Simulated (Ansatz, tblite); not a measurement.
# The cluster K₂S: removing and adding an electron

One table from this session's results is given with a row withheld; the runs are named, their logs left out.

Method: as each input shows; program: Ansatz 0.2.0, Gaussian basis.

Levels to be run: charge +1 doublet, at the geometry of the singlet (PBE0-D4/def2-TZVP, PBE-D4/def2-TZVP, r2SCAN-D4/def2-TZVP, CCSD(T)/def2-TZVPP); charge -1 doublet, at the geometry of the singlet (PBE0-D4/def2-TZVPD, PBE-D4/def2-TZVPD, r2SCAN-D4/def2-TZVPD, CCSD(T)/def2-TZVPD); the starting singlet's energies come from earlier runs.

1 further run of the same task is left out (set aside as unsound or not needed). Runs told in other sessions of the task aren't counted.

## The relaxed structure

The geometry is that of the singlet, from an earlier relaxation (r2SCAN-D4/def2-TZVP). At that level it is the lowest of the isomers that a small search found.

3 atoms, charge 0, spin multiplicity 1.

Atoms are counted from 1 here; the program's logs count them from 0.

Bond lengths: K1–S3 2.743 Å, K2–S3 2.743 Å. Angles: K1–S3–K2 178.6°.

The first run:

in.yaml reads:

```yaml
crystal:
  periodic: [false, false, false]
  atoms:
    - {symbol: K, position_ang: [0.483606, -2.065626, 1.738454]}
    - {symbol: K, position_ang: [-0.464559, 2.074395, -1.733197]}
    - {symbol: S, position_ang: [-0.019047, -0.008769, -0.005257]}
basis:
  gaussian: {orbitals: def2-TZVP}
total_charge: 1
magnetization: {spin_polarized: true, initial_magnetization: 1}
hamiltonian: {xc: pbe0, dispersion: d4}
output: {orbitals: {seedname: orbitals}}
```

Command:

```bash
ansatz run in.yaml --threads 4 --pin off --events-out ev --progress --plain --max-ram 3916MiB
```

Among the steps run: Charge +1 doublet at the fixed geometry, PBE0-D4/def2-TZVP; Charge +1 doublet at the fixed geometry, PBE-D4/def2-TZVP; Charge +1 doublet at the fixed geometry, r2SCAN-D4/def2-TZVP; Charge +1 doublet at the fixed geometry, CCSD(T)/def2-TZVPP.

One of the session's tables, all rows but one given; the rest of the session is left out.

It belongs to the step «Vertical ionisation energy». 

```
             method  vertical ionisation energy (eV)
      HF/def2-TZVPP                             3.32
   PBE-D4/def2-TZVP                             4.95
r2SCAN-D4/def2-TZVP                             4.74
  PBE0-D4/def2-TZVP                             4.73
     MP2/def2-TZVPP                                ?
    CCSD/def2-TZVPP                             4.38
 CCSD(T)/def2-TZVPP                             4.51
```

Q: Estimate the row for MP2/def2-TZVPP from the others.

**Answer.** vertical ionisation energy (eV): 4.64. In the column «vertical ionisation energy (eV)» it lies between CCSD(T)/def2-TZVPP (4.51) and PBE0-D4/def2-TZVP (4.73).

Caveats from the session: The anion's highest level is positive in at least one run, so there the basis alone may hold the extra electron.
